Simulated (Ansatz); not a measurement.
```yaml
crystal:
  periodic: [false, false, false]
  atoms:
    - {symbol: Ge, position_ang: [-1.737575, 0.071225, -0.003008]}
    - {symbol: Ge, position_ang: [0.704625, -0.593373, -0.003997]}
    - {symbol: N, position_ang: [2.250886, -1.093926, -0.003774]}
    - {symbol: H, position_ang: [-1.217936, 1.616074, 0.010779]}
basis:
  gaussian: {orbitals: def2-TZVP}
hamiltonian: {xc: pbe0}
relax: {f_tol: 0.004, max_steps: 80}
```

```sh
$ ansatz run in.yaml --threads 1 --pin off --events-out ev --progress --plain --max-ram 2176MiB
```

Steps of the relaxation (energy above the last step; positions in Å, forces in eV/Å):

```
4
step 1, 46.8 meV
Ge   -1.738    0.071   -0.003    0.595    0.299    0.003
Ge    0.705   -0.593   -0.004   -1.660    0.556    0.001
N     2.251   -1.094   -0.004    1.192   -0.402    0.000
H    -1.218    1.616    0.011   -0.127   -0.452   -0.004
```

```
4
step 2, 4.2 meV
Ge   -1.699    0.059   -0.003   -0.043    0.048    0.000
Ge    0.664   -0.536   -0.003   -0.380    0.091    0.000
N     2.211   -1.088   -0.004    0.471   -0.156    0.000
H    -1.176    1.565    0.010   -0.048    0.017    0.000
```

```
4
step 3, 0.9 meV
Ge   -1.696    0.070   -0.003   -0.069   -0.016    0.000
Ge    0.668   -0.564   -0.003    0.042    0.048    0.001
N     2.233   -1.092   -0.004   -0.006   -0.019    0.000
H    -1.205    1.586    0.011    0.033   -0.013    0.000
```

```
4
step 5, 0.0 meV
Ge   -1.700    0.067   -0.003    0.002   -0.001    0.000
Ge    0.672   -0.547   -0.003   -0.001    0.001    0.000
N     2.229   -1.100   -0.004    0.000   -0.002    0.000
H    -1.201    1.580    0.010   -0.002    0.001    0.000
```

Close pairs at the end: Ge1–H4 1.593 Å, Ge2–N3 1.652 Å, Ge1–Ge2 2.451 Å.

A stationary point of restricted PBE0 after 5 steps (its stability towards spin polarisation wasn't tested); no frequencies were run, so it isn't proven a minimum. 34 s on 1 thread of Arm Neoverse V2, shared host.
